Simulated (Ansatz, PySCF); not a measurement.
Gas-phase reaction in SMILES: NN (N2H4) + H+ → N[NH3+]
Geometries: B3LYP-D3(BJ)/def2-TZVP minima from Ansatz (a program for electronic structure), one conformer each, not searched for the lowest. Frequencies are from Ansatz or PySCF.

Wanted: proton affinity (0 K, with B3LYP-D3(BJ) harmonic zero-point energies), positive where the reaction releases energy, in eV. Correlated levels leave the core frozen unless marked. No spin-orbit coupling. Non-relativistic unless marked X2C. CBS marks a two-point X^-3 extrapolation of the correlation energy; Hartree-Fock from the larger set.

| level | program | proton affinity (eV) |
|---|---|---|
| HF/6-31G | Ansatz | 9.13 |
| SVWN5/def2-TZVPD | Ansatz | 8.63 |
| revPBE-D3(BJ)/def2-TZVPD | Ansatz + dftd3 | 8.97 |
| revPBE-D4/def2-TZVPD | Ansatz + dftd4 | 8.91 |
| revPBE/def2-TZVPD | Ansatz | 8.92 |
| BP86-D3(BJ)/def2-TZVPD | PySCF + dftd3 | 8.88 |
| B97M-V/def2-TZVPD | Ansatz | 8.89 |
| TPSSh-D4/def2-TZVPD | PySCF + dftd4 | 8.99 |
| r2SCANh/def2-TZVPD | Ansatz | 8.94 |
| PW6B95-D3(BJ)/def2-TZVPD | PySCF + dftd3 | 8.91 |
| PW6B95-D4/def2-TZVPD | PySCF + dftd4 | 8.90 |
| B2PLYP-D3(BJ)/def2-TZVPD | Ansatz + dftd3 | 8.86 |
| MP2/def2-SVP | Ansatz | 9.19 |
| MP2/cc-pVQZ | Ansatz | 8.90 |
| CCSD/STO-3G | Ansatz | 11.26 |
| CCSD/cc-pVTZ | Ansatz | 9.07 |
| CCSD(T)/def2-SVP | Ansatz | 9.26 |
| CCSD(T)/def2-TZVPP | Ansatz | 8.99 |
| X2C-CCSD(T)/cc-pVTZ-DK | Ansatz | 9.04 |
| CCSD(T) with core electrons/cc-pwCVTZ | Ansatz | 9.04 |
| CCSD(T)/CBS(cc-pVTZ,cc-pVQZ) | Ansatz | 8.92 |
